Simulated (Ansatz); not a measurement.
**BClH3Si radical: an energy map over bond length Si1–B2 and angle Si1–B2–Cl3**

A grid of calculations on BClH3Si, SMILES [SiH2]BCl, spin multiplicity 2, to see where the energy is lowest and how it rises around there.

Computed with Ansatz 0.2.0. Level: UHF-MP2, frozen core/def2-TZVP.

### 1 The system as given

SMILES `[SiH2]BCl`, 6 atoms, charge 0, spin multiplicity 2.

Atoms are counted from 1 here; the program's logs count them from 0.

Bond lengths: Si1–B2 1.950 Å, Si1–H4 1.501 Å, Si1–H5 1.501 Å, B2–Cl3 1.766 Å, B2–H6 1.215 Å. Angles: B2–Si1–H4 124.2°, B2–Si1–H5 123.1°, H4–Si1–H5 112.6°, Si1–B2–Cl3 120.8°, Si1–B2–H6 121.2°, Cl3–B2–H6 118.1°.

As a file:

```xyz
6
BClH3Si
Si   -0.68733    0.45959   -0.48035
B     0.76782   -0.33741    0.54483
Cl    0.97185   -2.08992    0.61139
H    -1.70147   -0.32649   -1.25860
H    -0.90981    1.94080   -0.57233
H     1.55893    0.35341    1.15505
```

This geometry comes from a loose relaxation at PBE in a small basis, which is not shown.

### 3 Plan of the scan

The axes are (1) bond length Si1–B2: 13 values from 1.667 to 2.714 Å; (2) angle Si1–B2–Cl3: 13 values from 85.3 to 155.3 °.

Nothing else is relaxed (all other coordinates rigid). Energies count from the relaxed molecule at the same level.

(The set-up runs are not shown.)

### 4 Point bond length Si1–B2 = 1.929 Å, angle Si1–B2–Cl3 = 155.3°

Input file input.yaml:

```yaml
crystal:
  periodic: [false, false, false]
  atoms:
    - { symbol: Si, position_ang: [-0.084924, 1.331756, 0.000987] }
    - { symbol: B, position_ang: [0.754275, -0.320751, 0.535783] }
    - { symbol: Cl, position_ang: [0.948699, -2.063513, 0.595326] }
    - { symbol: H, position_ang: [-1.274024, 1.396471, -0.86445] }
    - { symbol: H, position_ang: [0.410229, 2.651952, 0.425095] }
    - { symbol: H, position_ang: [1.535002, 0.344975, 1.137561] }
magnetization:
  spin_polarized: true
  initial_magnetization: 1
basis:
  gaussian: { orbitals: def2-TZVP }
hamiltonian:
  xc: hf
output:
  forces: true
correlation:
  method: mp2
scf:
  omitted_lower_state_checks: [cluster_reference]
```

Started as:

```bash
> ansatz run input.yaml --threads 1 --pin off --max-ram 2560MiB --backend cpu --events-out ev --progress --plain --runs-dir out
```

Further runs follow: the other points that were computed.

Before running it: what results should come out? Wanted: lowest point; highest computed point; ⟨S²⟩.

The runs gave:

| quantity | value |
| --- | --- |
| lowest point | bond length Si1–B2 = 1.929 Å, angle Si1–B2–Cl3 = 120.3°, 0.08 kJ/mol |
| highest computed point | bond length Si1–B2 = 2.714 Å, angle Si1–B2–Cl3 = 85.3°, 289 kJ/mol above the lowest |
| ⟨S²⟩ (ħ²) | 0.76 at bond length Si1–B2 = 1.667 Å, angle Si1–B2–Cl3 = 126.1° to 1.22 at bond length Si1–B2 = 2.714 Å, angle Si1–B2–Cl3 = 85.3°; 0.77 at the lowest point |
| time for the whole task | 21 min on 1 thread, shared host |

What this shows: The lowest computed point is at bond length Si1–B2 = 1.929 Å, angle Si1–B2–Cl3 = 120.3°, 0.08 kJ/mol from the relaxed molecule at the same level. The grid is coarse, so the lowest point of the scanned range may lie between grid points; coordinates that were held can hide deeper minima. The grid shows no well of another kind. The highest computed point, bond length Si1–B2 = 2.714 Å, angle Si1–B2–Cl3 = 85.3°, lies 289 kJ/mol above the lowest. Round the minimum the two coordinates are nearly uncoupled.
